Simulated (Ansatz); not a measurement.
Results of PBEsol (Ansatz, a first-principles code, PAW) for tetradymite Bi2Se3.

Run with plane-wave cutoff 520 eV, 10×10×10 k mesh, scalar-relativistic PAW data made under PBE.

Computed at the level's own relaxed cell.

Question: Give the computed Young modulus, elastic constant C13, elastic constant C11, Poisson ratio, elastic constant C12, elastic constant C33, elastic constant C44 and elastic constant C66.

Answer: 
Young modulus: 52.5 GPa
elastic constant C13: 19.4 GPa
elastic constant C11: 83.6 GPa
Poisson ratio: 0.233
elastic constant C12: 23.5 GPa
elastic constant C33: 33.3 GPa
elastic constant C44: 21.9 GPa
elastic constant C66: 30.0 GPa

Note: the cell comes from a level without a dispersion term, which matters for the spacing of layers, chains or molecules.

Elastic constants are with the ions relaxed.

Spin–orbit coupling is not included; it can shift volumes and moduli of such heavy elements.

The computed numbers hold no vibrational or temperature effects.

It cost roughly 80 core-minutes of CPU time.
